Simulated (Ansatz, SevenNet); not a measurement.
Elastic constant C66 (GPa) of solids drawn from the class of elemental solids other than molecular ones, at two levels: the machine-learned potential SevenNet-l3i5 (trained on PBE and PBE+U data), and PBE (Ansatz, a first-principles code, plane waves, PAW).

| solid | SevenNet-l3i5 | PBE | shift (%) |
|---|---|---|---|
| hcp Co | 45.6 | 91.3 | +100 |
| hcp Mg | 11.1 | 20.0 | +80 |
| hcp Be | 50.1 | 150 | +199 |
| hcp Zr | 21.2 | 39.2 | +85 |
| white tin (β-Sn) | 7.96 | 21.3 | +168 |
| body-centred tetragonal In | 2.65 | 2.77 | +4.5 |
| hcp Os | 109 | 255 | +134 |
| hcp Cd | 8.46 | 22.8 | +170 |
| double-hcp La | 6.80 | 17.1 | +151 |
| hcp Re | 81.2 | 171 | +111 |

The shifts run from +4.5 % to +199 %, with a median of +122 %.

Over all 10 rows PBE is the larger in 10.

Ansatz's runs of these crystals have no spin polarisation, but for hcp Co.

Density-functional runs with spin start from parallel moments for hcp Co.

Spin–orbit coupling is left out, also for the solids with elements from indium on (white tin (β-Sn), body-centred tetragonal In, hcp Os, double-hcp La, hcp Re); its size isn't shown.

Each level is taken at its own relaxed cell. Ansatz's density-functional and Hartree–Fock values are scalar-relativistic unless marked +SOC, with PAW data made under PBE.
